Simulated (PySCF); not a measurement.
## Removing an electron from `CCC=C=S`

Species: C4H6S.
Geometry (PBE0-D3(BJ)/def2-SVP, Å), atoms numbered from 1 in this order:
```
atom  x, y, z in Å
C1    -1.4542    0.3599   -0.8669
C2    -0.3309   -0.4941   -0.2903
C3     0.9103    0.3038    0.0211
C4     2.0624    0.1627   -0.5927
S5     3.4288   -0.0257   -1.3273
H6    -1.1515    0.8202   -1.8193
H7    -1.7320    1.1731   -0.1782
H8    -2.3545   -0.2468   -1.0500
H9    -0.0750   -1.3061   -0.9881
H10   -0.6748   -0.9829    0.6378
H11    0.8553    1.0813    0.7942
```

Level: PBE0/def2-SVPD (PySCF). Frontier orbitals with their largest atomic shares (Löwdin; up to four atoms above 4 %):

| orbital | ε (eV) | main atoms |
| --- | --- | --- |
| HOMO−3 | -9.96 | C4 18 %, C1 17 %, C2 17 %, S5 16 % |
| HOMO−2 | -9.79 | S5 18 %, C4 18 %, C2 17 %, C1 13 % |
| HOMO−1 | -8.93 | S5 51 %, C4 28 %, C3 8 %, C2 5 % |
| HOMO | -6.29 | ? |
| LUMO | -2.11 | S5 41 %, C4 40 %, C3 9 %, H11 4 % |
| LUMO+1 | 0.23 | C4 26 %, S5 26 %, C3 22 %, C1 7 % |
| LUMO+2 | 0.67 | S5 37 %, C3 13 %, C4 12 %, C2 9 % |

Question: What vertical ionisation energy does ΔSCF give, and how far is −ε(HOMO) from it?

Answer: ΔSCF: 8.33 eV (804 kJ/mol; threshold wavelength 149 nm); ⟨S²⟩ of the doublet left behind is 0.771, against 0.75 for a pure doublet. −ε(HOMO) is 6.29 eV, 2.04 eV below it. In exact Kohn–Sham theory the two would be equal; PBE0 (global hybrid, 25 % exact exchange) falls short of its own ΔSCF value by 24 %. Holes in the HOMO−1 and HOMO−2 were tried too where these lie within 1.2 eV of the HOMO; the lowest converged state counts.

Question: On which atoms does the HOMO lie?

Answer: S5 (sulfur bonded to C) 43 %, C3 (outer carbon of cumulated double bonds) 26 %, C4 (central carbon of cumulated double bonds) 21 %, C2 (chain CH2 carbon) 4 %. The HOMO−1 lies 2.64 eV lower.

Question: And the vertical electron affinity, the fundamental gap, Mulliken's electronegativity and the hardness (with the factor ½)?

Answer: EA = 0.26 eV by ΔSCF (−ε(LUMO) = 2.11 eV). IE − EA = 8.07 eV against an orbital gap of 4.18 eV; (IE + EA)/2 = 4.29 eV; (IE − EA)/2 = 4.04 eV. Parr's electrophilicity index (IE + EA)²/[8(IE − EA)] is 1.14 eV.

Question: What kinetic energy would electrons from this vertical process carry with Lyman-α light (10.199 eV)?

Answer: 10.20 − 8.33 = 1.87 eV.

Question: The lowest singlet excitation (vertical TDDFT, same level) lies at 2.39 eV. How far is it below IE − EA?

Answer: IE − EA = 8.07 eV, so by 5.68 eV.

Question: With α = 75.0 au, estimate the like-pair dispersion coefficient by London's formula C6 = (3/4)α²I.

Answer: I = 0.3061 Eh, so C6 ≈ 1290 au, a rough estimate.

Isolated species at its PBE0-D3(BJ)/def2-SVP geometry (one conformer only).

The run behind these numbers computed excited states and ΔSCF ions as well. On one thread, Arm Neoverse V2, shared host, this took 35 s of wall time.
